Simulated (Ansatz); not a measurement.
# C2H6Al radical: up Jacob's ladder to CCSD(T)

The task here is to estimate one member of a computed series from the others.

Program: Ansatz 0.2.0, Gaussian basis. Level of theory: functionals in def2-TZVPP, the program's frozen cores in correlated methods. These are calculated values, not measurements.

Plan: LDA (SPW92), PBE-D4, revPBE-D4, BLYP-D4, r2SCAN-D4, B97M-V, PBE0-D4, B3LYP-D4, r2SCANh-D4, r2SCAN0-D4, HSE06-D4, BHLYP-D4, CAM-B3LYP-D4, LC-ωPBE, ωB97X-V, ωB97M-V, B2PLYP, PBE-QIDH; CCSD(T)/def2-SVP; CCSD(T)/def2-TZVPP; CCSD(T)/def2-QZVPP; extrapolation to the limit; RPA on PBE.

### The geometry

All runs share one geometry, relaxed beforehand with PBE0-D4 in a triple-zeta def2 set.

SMILES `[CH3][Al][CH3]`, 9 atoms, charge 0, spin multiplicity 2.

Atoms are counted from 1 here; the program's logs count them from 0.

Bond lengths: C1–Al2 1.972 Å, C1–H4 1.095 Å, C1–H5 1.095 Å, C1–H6 1.095 Å, Al2–C3 1.970 Å, C3–H7 1.097 Å, C3–H8 1.097 Å, C3–H9 1.091 Å. Angles: Al2–C1–H4 111.5°, Al2–C1–H5 111.1°, Al2–C1–H6 111.0°, H4–C1–H5 108.3°, H4–C1–H6 108.2°, H5–C1–H6 106.6°, C1–Al2–C3 118.6°, Al2–C3–H7 109.3°, Al2–C3–H8 109.4°, Al2–C3–H9 114.5°, H7–C3–H8 106.9°, H7–C3–H9 108.2°, H8–C3–H9 108.2°.

The first run:

Input file in.yaml:

```yaml
crystal:
  periodic: [false, false, false]
  atoms:
    - {symbol: C, position_ang: [-0.810682, 1.130628, -0.941489]}
    - {symbol: Al, position_ang: [0.730955, 0.705543, 0.211938]}
    - {symbol: C, position_ang: [0.877252, -1.111394, 0.957803]}
    - {symbol: H, position_ang: [-1.467824, 0.264482, -1.069024]}
    - {symbol: H, position_ang: [-0.481864, 1.460855, -1.931942]}
    - {symbol: H, position_ang: [-1.401501, 1.950049, -0.519741]}
    - {symbol: H, position_ang: [0.915286, -1.838213, 0.137403]}
    - {symbol: H, position_ang: [-0.021771, -1.337921, 1.543504]}
    - {symbol: H, position_ang: [1.748748, -1.270329, 1.594450]}
basis:
  gaussian: {orbitals: def2-TZVPP}
magnetization: {spin_polarized: true, initial_magnetization: 1}
hamiltonian: {xc: lda}
output: {orbitals: {seedname: orbitals}}
```

On the command line:

```
$ ansatz run in.yaml --threads 2 --pin off --events-out ev --progress --plain --max-ram 32768MiB --backend cpu
```

Steps of the session up to this table: LDA; PBE-D4 (GGA); revPBE-D4 (GGA); BLYP-D4 (GGA); r2SCAN-D4 (meta-GGA); B97M-V (meta-GGA); B3LYP-D4 (hybrid); r2SCANh-D4 (hybrid); r2SCAN0-D4 (hybrid); HSE06-D4 (hybrid); BHLYP-D4 (hybrid); CAM-B3LYP-D4 (range-separated); LC-ωPBE (range-separated); ωB97X-V (range-separated); ωB97M-V (range-separated); B2PLYP (double hybrid); PBE-QIDH (double hybrid).

One table of the session follows, with a row left open; its other results are not shown here.

It belongs to the step «Frontier levels by functional». 

```
  functional  HOMO (eV)  LUMO (eV)  gap (eV)
 LDA (SPW92)      -3.96      -2.84      1.12
      PBE-D4      -3.99      -2.48      1.50
   revPBE-D4      -3.98      -2.36      1.61
     BLYP-D4      -3.80      -2.54      1.25
   r2SCAN-D4      -4.25      -2.05      2.20
      B97M-V      -3.89      -2.89      1.01
     PBE0-D4      -4.97      -1.68      3.29
    B3LYP-D4          ?          ?         ?
  r2SCANh-D4      -4.61      -1.82      2.79
  r2SCAN0-D4      -5.15      -1.49      3.66
    HSE06-D4      -4.57      -2.05      2.52
    BHLYP-D4      -5.78      -1.07      4.71
CAM-B3LYP-D4      -6.12      -0.94      5.18
     LC-ωPBE      -7.46       0.41      7.87
     ωB97X-V      -7.00      -0.05      6.96
     ωB97M-V      -6.57      -0.20      6.37
```

Q: Estimate the row for B3LYP-D4 from the others.

Worked estimate for «HOMO (eV)». Against the share of exact exchange, BLYP-D4 (0, -3.80), BHLYP-D4 (0.5, -5.78) give a slope of -3.96 per unit share; at 0.2 the line stands at -4.59.

As computed: HOMO (eV): -4.73; LUMO (eV): -2.08; gap (eV): 2.65. In «HOMO (eV)» the line misses by +0.14.
